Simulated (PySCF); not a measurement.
ClH3Si: calculation against experiment

**Experimental background.**

From NIST CCCBDB Release 22 (SRD 101), experimental dipoles, for the gas: dipole moment (microwave Stark effect) 1.31 ± 0.01 D.

The runs below try to reproduce these values; the comparison stands at the end.

ClH3Si.
SMILES with atom numbers: `[SiH3:1][Cl:2]` (hydrogens: H3, H4, H5 on Si1)

Geometry (PBE0-D3(BJ)/def2-TZVP, Å), atoms numbered from 1 in this order:
```xyz
5
ClH3Si angstrom
Si     0.844    0.685   -0.320
Cl     2.893    0.622   -0.200
H      0.402   -0.302   -1.331
H      0.439    2.052   -0.722
H      0.285    0.350    1.009
```

Runs made with PySCF (gas phase, on this PBE0-D3(BJ)/def2-TZVP geometry; no spin–orbit coupling):

```csv
level,job,basis functions,wall time
"PBE0-D3(BJ)/def2-TZVP, grid level 2",geometry optimisation from a GFN2-xTB start shaken at random,92,8.9 s
B97-2/pcSseg-2,shieldings,128,3.2 s
KT3/pcSseg-2,shieldings,128,5.2 s
PBE0/pcSseg-2,"shieldings, charges and field gradients, density and orbital grids written",128,6.1 s
wB97X-D/pcSseg-2,shieldings,128,4.3 s
CAM-B3LYP/aug-cc-pVTZ,"10 singlets by full TDDFT, 4 Tamm–Dancoff triplets, polarisability",169,7.1 s
PBE0/aug-cc-pVTZ,"10 singlets by full TDDFT, 4 Tamm–Dancoff triplets, polarisability, dynamic polarisability, density and orbital grids written",169,8.1 s
wB97X-D/aug-cc-pVTZ,"10 singlets by full TDDFT, 4 Tamm–Dancoff triplets, polarisability, ΔSCF ions",169,13 s
```

Hardware: one thread of an Arm Neoverse V1 (shared host).

## Comparison

**Dipole moment.** Measured: 1.31 D (NIST CCCBDB Release 22 (SRD 101), experimental dipoles).

```json
{"level": "PBE0-D3(BJ)/def2-TZVP", "computed (D)": "1.26", "computed − measured (D)": "-0.05", "% (from the printed values)": "-4"}
{"level": "B97-2/pcSseg-2", "computed (D)": "1.49", "computed − measured (D)": "+0.18", "% (from the printed values)": "+14"}
{"level": "KT3/pcSseg-2", "computed (D)": "1.40", "computed − measured (D)": "+0.09", "% (from the printed values)": "+7"}
{"level": "PBE0/pcSseg-2", "computed (D)": "1.49", "computed − measured (D)": "+0.18", "% (from the printed values)": "+14"}
{"level": "wB97X-D/pcSseg-2", "computed (D)": "1.52", "computed − measured (D)": "+0.21", "% (from the printed values)": "+16"}
{"level": "CAM-B3LYP/aug-cc-pVTZ", "computed (D)": "1.38", "computed − measured (D)": "+0.07", "% (from the printed values)": "+5"}
{"level": "PBE0/aug-cc-pVTZ", "computed (D)": "1.32", "computed − measured (D)": "+0.01", "% (from the printed values)": "+1"}
{"level": "wB97X-D/aug-cc-pVTZ", "computed (D)": "1.34", "computed − measured (D)": "+0.03", "% (from the printed values)": "+2"}
```

Closest is PBE0/aug-cc-pVTZ (+0.01 D), furthest wB97X-D/pcSseg-2 (+0.21 D); one molecule doesn't rank methods. The computed dipoles belong to one fixed geometry; measured ones are averaged over vibrations unless marked μe. Magnitudes are compared, not signs.

The geometry is computed, not the measured one. Where a level misses, the cause wasn't examined.
